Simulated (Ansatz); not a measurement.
# Si₂H₃ (doublet): the correlation ladder at twist about Si1–Si2 = 47.9°, cc-pVDZ

One table from this session's results is given with a row withheld; the runs are named, their logs left out.

Method: cc-pVDZ, core rule «outside noble gas», up to 10 orbitals frozen; program: Ansatz 0.2.0, Gaussian basis.

Plan: UHF; CCSD(T) on ROHF; CCSD(T) on UHF; BCCD(T) on ROHF; CISD; CCSDT(Q) on ROHF; CCSDT(Q) on UHF; CASSCF and MRCISD+Q, 3 electrons in 3 orbitals; CASSCF and NEVPT2, 3 electrons in 3 orbitals.

16 further runs of the same task are left out: 10 that didn't finish, 6 set aside as unsound or not needed.

## What is computed

The geometry derives from a PBE0/def2-TZVP stationary point (not a proven minimum). One half is turned about the bond named; the halves are rigid.

5 atoms, charge 0, spin multiplicity 2.

Atoms are counted from 1 here; the program's logs count them from 0.

Bond lengths: Si1–Si2 2.282 Å, Si1–H3 1.492 Å, Si1–H4 1.491 Å, Si2–H5 1.528 Å. Angles: Si2–Si1–H3 129.4°, Si2–Si1–H4 123.7°, H3–Si1–H4 106.9°, Si1–Si2–H5 86.8°.

Set-up of the first run:

in.yaml reads:

```yaml
crystal:
  periodic: [false, false, false]
  atoms:
    - {symbol: Si, position_ang: [-0.019270, 0.032070, 1.089365]}
    - {symbol: Si, position_ang: [-0.019270, -0.068345, -1.190067]}
    - {symbol: H, position_ang: [-0.019270, 1.225184, 1.985373]}
    - {symbol: H, position_ang: [-0.019270, -1.171486, 1.969355]}
    - {symbol: H, position_ang: [1.112456, 0.957060, -1.148758]}
basis:
  gaussian: {orbitals: cc-pVDZ}
magnetization: {spin_polarized: true, initial_magnetization: 1}
hamiltonian: {xc: hf}
output: {orbitals: {seedname: orbitals}}
```

Run with:

```sh
$ ansatz run in.yaml --threads 1 --pin off --events-out ev --progress --plain --max-ram 2393MiB
```

Among the steps run: UHF; CCSD(T) on ROHF; CCSD(T) on UHF; BCCD(T) on ROHF; CISD; CCSDT(Q) on ROHF; CCSDT(Q) on UHF; CASSCF and MRCISD+Q, 3 electrons in 3 orbitals; CASSCF and NEVPT2, 3 electrons in 3 orbitals.

One table of the session follows, with a row left open; its other results are not shown here.

```
       method  from UCCSDT(Q) (kcal/mol)
         ROHF                    +144.95
          UHF                    +140.35
         RMP2                     +33.48
         UMP2                     +35.66
         CISD                     +19.44
        RCCSD                      +6.28
        UCCSD                      +6.27
     RCCSD(T)                      +1.46
     UCCSD(T)                      +1.61
      BCCD(T)                      +1.43
       RCCSDT                      +0.33
       UCCSDT                      +0.33
    RCCSDT(Q)                      +0.02
    UCCSDT(Q)                          0
  CASSCF pair                    +134.10
  NEVPT2 pair                     +32.71
  MRCISD pair                     +17.09
MRCISD+Q pair                          ?
```

Q: Estimate the row for MRCISD+Q pair from the others.

The run gave: from UCCSDT(Q) (kcal/mol): +3.01. In the column «from UCCSDT(Q) (kcal/mol)» it lies between UCCSD(T) (+1.61) and UCCSD (+6.27).

To keep in mind: Restricted and unrestricted rows rest on different reference determinants; where their highest levels disagree by more than a few hundredths of an eV, they describe different states and don't form one ladder.
